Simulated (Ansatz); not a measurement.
## Two structures, one formula

Two relaxed structures of C$_{2}$H$_{6}$Al (charge -1), closed shell (PBE0-D4/def2-TZVPD; forces vanish, vibrations not checked).

A:

C1  (-0.140, 0.966, -0.713)
C2  (0.230, -0.494, -0.475)
Al3  (-0.355, -1.356, 1.303)
H4  (-1.229, 1.099, -0.750)
H5  (0.256, 1.392, -1.651)
H6  (0.217, 1.590, 0.113)
H7  (-0.091, -1.114, -1.323)
H8  (1.331, -0.597, -0.442)
H9  (-0.071, 0.041, 2.237)
(Å)

B:

C1  (-0.273, 1.299, -0.881)
C2  (0.298, -1.253, 1.305)
Al3  (0.067, -0.622, -0.405)
H4  (-1.228, 1.425, -1.407)
H5  (0.505, 1.698, -1.544)
H6  (-0.302, 1.931, 0.014)
H7  (0.114, -1.563, -1.742)
H8  (0.484, -2.300, 1.556)
H9  (0.267, -0.624, 2.199)
(Å)

Computed with Ansatz 0.2.0 (basis: def2-TZVPPD); correlated methods freeze the cores. B3LYP uses VWN-RPA correlation.

(1) Which structure is lower at CCSD(T), and by how much? (To be estimated.)

The T1 diagnostic stays at or below 0.014. The restricted Hartree–Fock reference is unstable towards an unrestricted one at one or more of these structures.

## Answers

(1) By the calculation: B, by 34.8 kJ/mol (electronic energy, against the other). By their contacts, A is C₂H₆Al ([CH3][CH2][AlH]), total charge -1 and B is C₂H₆Al ([CH2][AlH][CH3]), total charge -1.

All methods give the same order:

```csv
method,E(B) − E(A) (kJ/mol)
PBE-D4,-32.1
r2SCAN-D4,-46.0
PBE0-D4,-26.2
B3LYP-D4,-35.7
wB97M-V,-36.3
HF,-16.9
MP2,-48.7
CCSD,-29.5
CCSD(T),-34.8
```

Labels in which every atom is bracketed show which atoms are joined, not bond orders.

For scale, one of the runs: CCSD(T)/def2-TZVPPD, 224 basis functions, launched by `ansatz run in.yaml --threads 2 --pin off --events-out ev --progress --plain --max-ram 4352MiB`. Hardware: 2 CPU threads of an Arm Neoverse V2, shared host. Wall time 65 s; peak host memory 3.5 GiB.
